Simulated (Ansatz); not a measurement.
**CF2: rigid scan of one bond length in Python**

How does the energy of CF2 change as one bond is stretched? Aim: a rigid scan of one bond length, for CF2, run from a script. SMILES: F[C]F.

All numbers are computed with the Python package of Ansatz 0.2.0. Level of theory: Hartree-Fock/def2-SVP.

### Step 1. The system

Bond lengths: F1–C2 1.320 Å, C2–F3 1.320 Å. Angles: F1–C2–F3 118.3°.

The script holds or builds the structure itself.

### Step 2. The script

cf2_scan.py

```python
# -*- coding: utf-8 -*-
"""Stretching a bond of CF2, the rest held rigid."""

import warnings

import ansatz as az
import numpy as np

GEOMETRY = """
F     0.39694    1.03280    0.33277
C     0.32682   -0.27218    0.14973
F    -0.72376   -0.76062   -0.48250
"""


def main():
    warnings.simplefilter("ignore", az.DeckWarning)

    cf2 = az.Crystal.molecule()
    for line in GEOMETRY.strip().splitlines():
        symbol, *xyz = line.split()
        cf2 = cf2.atom(symbol, [float(v) for v in xyz])

    symbols = [site.symbol for site in cf2.cartesian_sites]
    start = np.array([site.position_ang for site in cf2.cartesian_sites])
    axis = (start[0] - start[1]) / np.linalg.norm(start[0] - start[1])
    moving = [0]
    lengths, energies = [1.12, 1.21, 1.32, 1.45, 1.65, 1.98, 2.38, 2.9], []
    for length in lengths:
        xyz = start.copy()
        xyz[moving] += (length - np.linalg.norm(start[0] - start[1])) * axis
        point = az.Crystal.molecule()
        for symbol, xyz in zip(symbols, xyz):
            point = point.atom(symbol, xyz.tolist())
        base = (
            point.calculation()
            .basis(gaussian="def2-SVP")
            .functional("hf")  # level of theory
            .spin("collinear")
        )
        summary = base.run().report
        energies.append(summary["free_energy_ev"])
        print(f"r = {length:6.3f} A  E = {energies[-1]:.5f} eV  <S^2> = {abs(summary['mean_field']['state']['spin_squared']):.3f}")

    print("energy above the lowest point (eV):", [round(e - min(energies), 3) for e in energies])


if __name__ == "__main__":
    main()
```

### Step 3. Launch

Launch:

```
> python cf2_scan.py
```

Without the output at hand: what should come out? Wanted: range of energy; lowest point, distance.

As calculated:

| quantity | value |
| --- | --- |
| runs compared | 8 |
| range of energy | 3.091 eV |
| lowest point, distance (Å) | 1.21 |

In words: The curve has its lowest point inside the range, at 1.21. The ends stand 0.668 and 3.09 eV above it. The distance scanned is the script's pair 1, 0. <S²> moves from 0.17 to 1.00: along the scan the mean field breaks spin symmetry. The settings weren't tested for convergence. The rest of the molecule is held rigid at a force-field or estimated start geometry, and the basis set is modest; single-reference methods fail as a bond breaks. The expectation value of S² is noticeably off S(S+1) in at least one run, so that state is spin-contaminated. Hartree-Fock leaves correlation out, so bond, atomisation and ionisation energies come out well too low.
